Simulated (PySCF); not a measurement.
PySCF job for C₃H₇, SMILES C[CH]C, multiplicity 2, TDA-PBE0/def2-SVPD. Geometry optimised at PBE0-D3(BJ)/def2-TZVP. The isomer is the one that the SMILES or the coordinates give; other isomers of the formula were not compared.

```python
import numpy as np
from pyscf import gto, scf, dft, tdscf

mol = gto.M(
    atom='''
    C    -0.00274521   -0.19727466    1.28662769
    C     0.04489018    0.53426474    0.00000000
    C    -0.00274520   -0.19727466   -1.28662770
    H     0.22587078    0.44865854    2.13635910
    H     0.70308925   -1.03620042    1.29621777
    H    -0.99645822   -0.63580283    1.47253203
    H    -0.10140222    1.60839694    0.00000001
    H     0.22587077    0.44865854   -2.13635911
    H    -0.99645822   -0.63580282   -1.47253203
    H     0.70308925   -1.03620042   -1.29621776
    ''',
    basis='def2-SVPD',
    charge=0,
    spin=1,
    max_memory=1600,
    verbose=4,
)
mf = dft.UKS(mol, xc='pbe0').density_fit(auxbasis='def2-universal-jkfit')
mf.grids.level = 3
mf.conv_tol = 1e-9
mf.max_cycle = 100
mf.kernel()
fine, coarse = mf.grids, dft.Grids(mol).set(level=1).build(with_non0tab=True)
for _ in range(3):  # follow internal instabilities
    mf.grids = coarse
    mo, _, stable, _ = mf.stability(return_status=True, nroots=4)
    mf.grids = fine
    if stable:
        break
    mf.kernel(mf.make_rdm1(mo, mf.mo_occ))
mf.grids = dft.Grids(mol).set(level=1).build(with_non0tab=True)  # coarser grid for the response kernel
td = tdscf.TDA(mf)
td.nstates = 10
td.conv_tol = 1e-4
td.positive_eig_threshold = 1e-6
td.kernel(x0=td.get_init_guess(mf, 15))
td.analyze()
```

Output:

```
PySCF version 2.14.0

[INPUT] verbose = 4
[INPUT] num. atoms = 10
[INPUT] num. electrons = 25
[INPUT] charge = 0
[INPUT] spin (= nelec alpha-beta = 2S) = 1
[INPUT] symmetry False subgroup None
[INPUT] Mole.unit = angstrom
[INPUT] Symbol           X                Y                Z      unit          X                Y                Z       unit  Magmom
[INPUT]  1 C     -0.002745210000  -0.197274660000   1.286627690000 AA   -0.005187695054  -0.372795078717   2.431373958382 Bohr   0.0
[INPUT]  2 C      0.044890180000   0.534264740000   0.000000000000 AA    0.084830145882   1.009614036612   0.000000000000 Bohr   0.0
[INPUT]  3 C     -0.002745200000  -0.197274660000  -1.286627700000 AA   -0.005187676157  -0.372795078717  -2.431373977279 Bohr   0.0
[INPUT]  4 H      0.225870780000   0.448658540000   2.136359100000 AA    0.426833913742   0.847841764047   4.037133602722 Bohr   0.0
[INPUT]  5 H      0.703089250000  -1.036200420000   1.296217770000 AA    1.328646123626  -1.958135003959   2.449496583094 Bohr   0.0
[INPUT]  6 H     -0.996458220000  -0.635802830000   1.472532030000 AA   -1.883033130372  -1.201493217923   2.782682246350 Bohr   0.0
[INPUT]  7 H     -0.101402220000   1.608396940000   0.000000010000 AA   -0.191622424223   3.039429716189   0.000000018897 Bohr   0.0
[INPUT]  8 H      0.225870770000   0.448658540000  -2.136359110000 AA    0.426833894845   0.847841764047  -4.037133621620 Bohr   0.0
[INPUT]  9 H     -0.996458220000  -0.635802820000  -1.472532030000 AA   -1.883033130372  -1.201493199026  -2.782682246350 Bohr   0.0
[INPUT] 10 H      0.703089250000  -1.036200420000  -1.296217760000 AA    1.328646123626  -1.958135003959  -2.449496564197 Bohr   0.0

nuclear repulsion = 75.7303413634489
number of shells = 52
number of NR pGTOs = 160
number of NR cGTOs = 116
basis = def2-SVPD
ecp = {}


[settings echo left out]
init E= -118.237922800573
  alpha nocc = 13  HOMO = -0.170374416101708  LUMO = 0.00478324857699253
  beta  nocc = 12  HOMO = -0.395759518365926  LUMO = -0.170374416101709

WARN: HOMO -0.170374416101708 >= LUMO -0.170374416101709

cycle= 1 E= -118.218208052491  delta_E= 0.0197  |g|= 0.21  |ddm|=  2.7
  alpha nocc = 13  HOMO = -0.148026011824801  LUMO = 0.0463059777529531
  beta  nocc = 12  HOMO = -0.308133441501624  LUMO = 0.00175147253044949
  HOMO = -0.148026011825  LUMO = 0.00175147253045  gap/eV = 4.07565
cycle= 2 E= -118.21891076695  delta_E= -0.000703  |g|= 0.221  |ddm|= 0.603
  alpha nocc = 13  HOMO = -0.19547583885346  LUMO = 0.0354017847619961
  beta  nocc = 12  HOMO = -0.354287835359548  LUMO = -0.036565738056332
  HOMO = -0.195475838853  LUMO = -0.0365657380563  gap/eV = 4.32416
cycle= 3 E= -118.245783189614  delta_E= -0.0269  |g|= 0.0151  |ddm|= 0.262
  alpha nocc = 13  HOMO = -0.195244868429789  LUMO = 0.0356899068831438
  beta  nocc = 12  HOMO = -0.353485500869431  LUMO = -0.0287550169522821
  HOMO = -0.19524486843  LUMO = -0.0287550169523  gap/eV = 4.53042
cycle= 4 E= -118.24596442742  delta_E= -0.000181  |g|= 0.00911  |ddm|= 0.048
  alpha nocc = 13  HOMO = -0.198033053851369  LUMO = 0.0356581782821821
  beta  nocc = 12  HOMO = -0.354091934336202  LUMO = -0.0294379433763199
  HOMO = -0.198033053851  LUMO = -0.0294379433763  gap/eV = 4.58771
cycle= 5 E= -118.24601312964  delta_E= -4.87e-05  |g|= 0.00262  |ddm|= 0.0174
  alpha nocc = 13  HOMO = -0.197632734277808  LUMO = 0.0356732805335565
  beta  nocc = 12  HOMO = -0.353693563230419  LUMO = -0.0284116840650719
  HOMO = -0.197632734278  LUMO = -0.0284116840651  gap/eV = 4.60474
cycle= 6 E= -118.246018434706  delta_E= -5.31e-06  |g|= 0.000942  |ddm|= 0.00563
  alpha nocc = 13  HOMO = -0.197831458064882  LUMO = 0.035702720959486
  beta  nocc = 12  HOMO = -0.353771152395556  LUMO = -0.0284185861329207
  HOMO = -0.197831458065  LUMO = -0.0284185861329  gap/eV = 4.60996
cycle= 7 E= -118.246019214615  delta_E= -7.8e-07  |g|= 0.000192  |ddm|= 0.00256
  alpha nocc = 13  HOMO = -0.197832575277102  LUMO = 0.035695549779112
  beta  nocc = 12  HOMO = -0.353781977088114  LUMO = -0.0284285244496187
  HOMO = -0.197832575277  LUMO = -0.0284285244496  gap/eV = 4.60972
cycle= 8 E= -118.246019254927  delta_E= -4.03e-08  |g|= 4.86e-05  |ddm|= 0.000578
  alpha nocc = 13  HOMO = -0.197829462340037  LUMO = 0.0356969901662403
  beta  nocc = 12  HOMO = -0.353781367546362  LUMO = -0.0284331544415277
  HOMO = -0.19782946234  LUMO = -0.0284331544415  gap/eV = 4.60951
cycle= 9 E= -118.246019258114  delta_E= -3.19e-09  |g|= 1.09e-05  |ddm|= 0.000161
  alpha nocc = 13  HOMO = -0.197828617352807  LUMO = 0.0356970677755015
  beta  nocc = 12  HOMO = -0.35378121956586  LUMO = -0.0284336018219329
  HOMO = -0.197828617353  LUMO = -0.0284336018219  gap/eV = 4.60947
cycle= 10 E= -118.246019258281  delta_E= -1.67e-10  |g|= 4.29e-06  |ddm|= 4.94e-05
  alpha nocc = 13  HOMO = -0.197828770330964  LUMO = 0.0356971648160709
  beta  nocc = 12  HOMO = -0.35378139532443  LUMO = -0.0284335554476476
  HOMO = -0.197828770331  LUMO = -0.0284335554476  gap/eV = 4.60948
Extra cycle  E= -118.246019258293  delta_E= -1.19e-11  |g|= 2.64e-06  |ddm|= 1.56e-05
converged SCF energy = -118.246019258293  <S^2> = 0.75498008  2S+1 = 2.0049739
tot grids = 32848
uhf_internal: lowest eigs of H = [0.35536607 0.41457138 0.42222801 0.46753511]
<class 'pyscf.df.df_jk.DFUKS'> wavefunction is stable in the internal stability analysis
tot grids = 32848
Overwritten attributes  positive_eig_threshold  of <class 'pyscf.tdscf.uks.TDA'>


******** <class 'pyscf.tdscf.uks.TDA'> for <class 'pyscf.df.df_jk.DFUKS'> ********
nstates = 10
deg_eia_thresh = 1.000e-03
wfnsym = None
conv_tol = 0.0001
eigh lindep = 1e-12
eigh level_shift = 0
eigh max_cycle = 100


Excitation energies (eV)
[4.90875823 5.74918853 5.80925236 6.56332718 6.86606533 6.89789655
 7.01495928 7.61707073 7.66903813 7.86701853]

** Excitation energies and oscillator strengths **
Excited State   1:      4.90876 eV    252.58 nm  f=0.0004
      13a ->   14a      0.98527
      13a ->   16a     -0.14196
Excited State   2:      5.74919 eV    215.66 nm  f=0.0173
      13a ->   14a      0.13801
      13a ->   16a      0.97771
Excited State   3:      5.80925 eV    213.43 nm  f=0.0006
      13a ->   15a      0.99558
Excited State   4:      6.56333 eV    188.90 nm  f=0.0029
      13a ->   16a     -0.10022
      13a ->   17a      0.18011
       7b ->   13b      0.13474
      12b ->   13b      0.95920
Excited State   5:      6.86607 eV    180.58 nm  f=0.0054
      13a ->   17a     -0.93387
      13a ->   18a     -0.24989
      12b ->   13b      0.19797
Excited State   6:      6.89790 eV    179.74 nm  f=0.0003
       9b ->   13b     -0.22597
      11b ->   13b     -0.96507
Excited State   7:      7.01496 eV    176.74 nm  f=0.0355
      13a ->   17a     -0.26292
      13a ->   18a      0.95705
Excited State   8:      7.61707 eV    162.77 nm  f=0.0064
      13a ->   19a     -0.98320
Excited State   9:      7.66904 eV    161.67 nm  f=0.0207
      13a ->   20a     -0.97517
      10b ->   13b     -0.15813
Excited State  10:      7.86702 eV    157.60 nm  f=0.0105
      13a ->   22a      0.97938
       8b ->   13b      0.12591

** Transition electric dipole moments (AU) **
state          X           Y           Z        Dip. S.      Osc.
  1         0.0475      0.0287      0.0000      0.0031      0.0004
  2         0.3505     -0.0063      0.0000      0.1229      0.0173
  3         0.0000     -0.0000     -0.0637      0.0041      0.0006
  4        -0.1290      0.0387     -0.0000      0.0181      0.0029
  5         0.1493      0.0980     -0.0000      0.0319      0.0054
  6        -0.0000     -0.0000      0.0438      0.0019      0.0003
  7         0.1383      0.4331     -0.0000      0.2067      0.0355
  8         0.1711      0.0715     -0.0000      0.0344      0.0064
  9         0.0000     -0.0000      0.3323      0.1104      0.0207
 10         0.1419      0.1858      0.0000      0.0547      0.0105

** Transition velocity dipole moments (imaginary part, AU) **
state          X           Y           Z        Dip. S.      Osc.
  1         0.0010      0.0007      0.0000      0.0000      0.0000
  2         0.1016      0.0017      0.0000      0.0103      0.0325
  3         0.0000     -0.0000     -0.0095      0.0001      0.0003
  4        -0.0049     -0.0069     -0.0000      0.0001      0.0002
  5         0.0596      0.0166     -0.0000      0.0038      0.0101
  6        -0.0000     -0.0000     -0.0030      0.0000      0.0000
  7         0.0318      0.0812     -0.0000      0.0076      0.0197
  8         0.0095      0.0169     -0.0000      0.0004      0.0009
  9        -0.0000     -0.0000      0.0799      0.0064      0.0151
 10         0.0370      0.0479      0.0000      0.0037      0.0084

** Transition magnetic dipole moments (imaginary part, AU) **
state          X           Y           Z
  1         0.0000     -0.0000     -0.4054
  2        -0.0000      0.0000      0.0738
  3         0.0712     -0.3963      0.0000
  4         0.0000     -0.0000      0.6542
  5         0.0000     -0.0000      0.7243
  6         0.0492     -0.6624     -0.0000
  7         0.0000     -0.0000     -0.1494
  8         0.0000     -0.0000      0.3548
  9        -0.0282      0.0813      0.0000
 10        -0.0000      0.0000     -0.0133
```

Self-consistency was reached.

Cost: around 90 core-seconds (rough).
